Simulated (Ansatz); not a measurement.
A calculation on cubic BN returned lattice constant a 3.581 Å, bulk modulus 403 GPa, cohesive energy 8.05 eV/atom, elastic constant C11 824 GPa, elastic constant C44 475 GPa, Voigt–Reuss–Hill shear modulus 404 GPa.

For reference: lattice constant a 3.593 Å (measured, corrected for zero-point motion; as tabulated in Goldzak et al. (2022), arXiv:2208.04865); bulk modulus 410 GPa (measured, 0 K value with the zero-point phonon effect removed, sources range from 388 to 410; as tabulated in Mejia-Rodriguez and Trickey (2018), arXiv:1807.09216); cohesive energy 6.76 eV/atom (measured, static lattice: zero-point vibration energy added; as tabulated in Mejia-Rodriguez and Trickey (2018), arXiv:1807.09216); elastic constant C11 820 GPa (measured, temperature not stated, no zero-point or thermal correction; as tabulated in Råsander and Moram (2015), arXiv:1505.02379); elastic constant C44 480 GPa (measured, temperature not stated, not corrected to a static lattice; as tabulated in Råsander and Moram (2015), arXiv:1505.02379).

Q: Which level of theory produced these numbers?
A) LDA (Ansatz (a program for electronic structure))
B) PBE0 (Ansatz)
C) PBE-D3(BJ) (Ansatz)
D) r²SCAN (Ansatz)

A: A, LDA (Ansatz)

The others give: PBE-D3(BJ) 3.607 Å, 381 GPa, 7.15 eV/atom, 794 GPa, 458 GPa, 392 GPa; PBE0 3.597 Å, 404 GPa, 6.84 eV/atom, 841 GPa, 482 GPa, 413 GPa; r²SCAN 3.610 Å, 392 GPa, 6.81 eV/atom, 824 GPa, 468 GPa, 404 GPa.

Unless a cell is named, each level is at its own relaxed cell (LDA 5.74, PBE-D3(BJ) 5.86, PBE0 5.82, r²SCAN 5.88 Å³/atom).

Caveats: the dispersion coefficients are held fixed in the derivatives (PBE-D3(BJ)). Ansatz's density-functional and Hartree–Fock values are scalar-relativistic unless marked +SOC, with PAW data made under PBE.
